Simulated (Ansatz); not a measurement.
A calculation with Ansatz (development build ahead of 0.2.0).

```yaml
crystal:
  periodic: [false, false, false]
  atoms:
    - { symbol: O, position_ang: [0.0, 0.0, 0.67019] }
    - { symbol: C, position_ang: [0.0, 0.0, -0.54992] }
    - { symbol: H, position_ang: [0.0, 0.89206, -1.11086] }
    - { symbol: H, position_ang: [0.0, -0.89206, -1.11086] }
basis:
  gaussian: { orbitals: cc-pVTZ }
hamiltonian:
  xc: hf
correlation:
  method: mp2
  frozen_orbitals: { C: 1, H: 0, O: 1 }
output:
  forces: true
```

The input is written out in the form of the current development build from the run's settings.

The run gave:

- Converged: yes
- Reference energy: -113.90845 hartree
- Correlation energy: -0.39590 hartree
- Total energy: -114.30434 hartree
- Spin squared of the determinant: 0.000
- Stability test: minimum among restricted orbitals
- Occupied orbitals by symmetry in an Abelian subgroup (alpha; beta): 5 A1 1 B1 2 B2; 5 A1 1 B1 2 B2

Forces (eV/Å):
```csv
atom,Fx,Fy,Fz
O1,0.000,0.000,-0.485
C2,0.000,0.000,2.026
H3,0.000,1.492,-0.771
H4,0.000,-1.492,-0.771
```
